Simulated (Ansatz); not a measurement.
Ansatz input

```yaml
crystal:
  lattice:
    - [2.2178908184, -3.7419137515, 0.0]
    - [2.2178908184, 3.7419137515, 0.0]
    - [0.0, 0.0, 4.4249628141]
  atoms:
    - { symbol: Ga, position: [0.8443628362, 0.1556371638, 0.0859373136] }
    - { symbol: Ga, position: [0.6556371638, 0.3443628362, 0.5859373136] }
    - { symbol: Ga, position: [0.1556371638, 0.8443628362, 0.9140626864] }
    - { symbol: Ga, position: [0.3443628362, 0.6556371638, 0.4140626864] }
hamiltonian:
  xc: lda
  pseudopotentials:
    kind: paw
    azcp:
      Ga: "pseudopotentials/Ga.paw.azcp"
basis:
  ecutwfc: 420
  fft_grid_basis: typed
kpoints:
  mp_grid: { grid: [11, 11, 10], shift: [0, 0, 0] }
magnetization:
  spin_polarized: false
scf:
  occupations: { method: fermi_dirac, width: 0.1 }
```

Output

```
Warning: the record states the generating functional pbe (its physics header spells it `PBE`), which answers neither for hamiltonian.xc's functional nor for the lda family's — results may be inconsistent (PPs are generated against a specific XC)
Engine: ansatz 0.2.0, x86_64-unknown-linux-gnu
Pseudopotentials: kind: paw
Pseudopotential: Ga, paw, valence charge 13, recommended cutoff 420 eV (normal) 
Functional definition: SPW92
  exchange = slater_x
  correlation = pw_c
Crystal: 4 atoms, lattice volume = 73.447 Å³
Basis set: ecut = 420 eV, 1477 PW (Γ)
Bands: 30, of which v1, the nominal top of the filled ones, is band 26 counted from 1 (25 counted from 0)
Symmetry: 8 space group operations
Space group: Cmce (ITA 64), of the structure as read, at distance tolerance 4.2e-5 Å
k-points: 216 of 1210
Non-local potential: Ga, projectors of the file, l = 0: 2, l = 1: 2, l = 2: 3, l = 3: 1
PAW form: soft (Blöchl's): semilocal exchange-correlation on the pseudo side does not see the compensation charge
PAW frozen core: Ga, regenerated for the run's functional, and the local potential with it (the file was generated under x = pbe(κ = 0.804, μ = 0.2195149727645171), c = pbe(β = 0.06672455060314922))
PAW one-centre angular grid: Ga, 590 points (default); XC on 64 Gauss nodes
Initial density: superposition of atomic densities (neutral atoms: chi_scale 0, normalization atom), corrected by the library's trained network
Initial wavefunctions: pseudopotential atomic-orbital guess
Functional: x = slater, c = lda
SCF iter   1: F=—  HF=-14827.941489 eV  |F-HF|=—  |Δ(HF+E_count)|=         —  Δρ=5.84e-3  dr2=8.36e-3  ethr=1.77e-3  ⟨swp⟩=5.5  Hψ=23418  notcnv=0
SCF iter   2: F=—  HF=-14827.939018 eV  |F-HF|=—  |Δ(HF+E_count)|=   2.47e-3  Δρ=2.61e-3  dr2=2.73e-3  ethr=1.61e-5  ⟨swp⟩=2.0  Hψ=13632  notcnv=0
SCF iter   3: F=—  HF=-14827.938436 eV  |F-HF|=—  |Δ(HF+E_count)|=   5.83e-4  Δρ=1.40e-3  dr2=7.57e-4  ethr=5.26e-6  ⟨swp⟩=2.0  Hψ=12112  notcnv=0
SCF iter   4: F=—  HF=-14827.938212 eV  |F-HF|=—  |Δ(HF+E_count)|=   2.24e-4  Δρ=2.40e-4  dr2=5.03e-5  ethr=1.46e-6  ⟨swp⟩=2.7  Hψ=12325  notcnv=0
SCF iter   5: F=—  HF=-14827.938196 eV  |F-HF|=—  |Δ(HF+E_count)|=   1.56e-5  Δρ=4.91e-5  dr2=2.34e-6  ethr=9.68e-8  ⟨swp⟩=2.0  Hψ=12050  notcnv=0
SCF iter   6: F=—  HF=-14827.938197 eV  |F-HF|=—  |Δ(HF+E_count)|=   3.63e-7  Δρ=1.68e-5  dr2=2.69e-7  ethr=4.51e-9  ⟨swp⟩=2.8  Hψ=12244  notcnv=0
SCF iter   7: F=-14827.938197 eV  HF=-14827.938197 eV  |F-HF|=4.61e-9  |Δ(HF+E_count)|=   1.04e-8  Δρ=3.54e-6  dr2=1.33e-8  ethr=1.92e-10  ⟨swp⟩=3.0  Hψ=17320  notcnv=0
SCF 1 converged in 7 iterations: F = -14827.938197 eV  dr2 = 1.33e-8
SCF converged after 7 iterations
Free energy (F): -14827.938197 eV
Harris-Foulkes:  -14827.938197 eV  (|F-HF|=4.61e-9)
Internal energy: -14827.912151 eV  (E = F + TS)
E sigma→0 (E₀):  -14827.925174 eV
Entropy (-TS):   -0.026045 eV (-6.511 meV/atom)
Fermi energy:    9.503603 eV
--- Per-component energies (eV) ---
  E_band       = -161.577934
  E_kinetic    = 466.095289
  E_local      = -7431.373317  (includes V_loc(G=0)·N_el)
  E_nonlocal   = 1698.064041
  E_hartree    = 3490.712657
  E_xc         = -278.465707
  E_vxc        = -238.112667  (∫ρ·V_xc dr)
  E_paw        = -7640.778057  (= ΣΔE_a)
  E_vpaw       = -1637.672323  (= ΣTr[D̂ρ^β])
  E_aug_tail   = -0.000475  (compensation charges beyond the density's cutoff)
  E_ewald      = -5139.080501
  E_core_change = 6.913920  (= ΣΔE_core)
  E_smearing   = -0.026045  (= −TS)
  E_closure    = -0.000000  (closes the sum)
  Σ components = -14827.938197   (vs F -14827.938197, Δ=0.00e0)
```
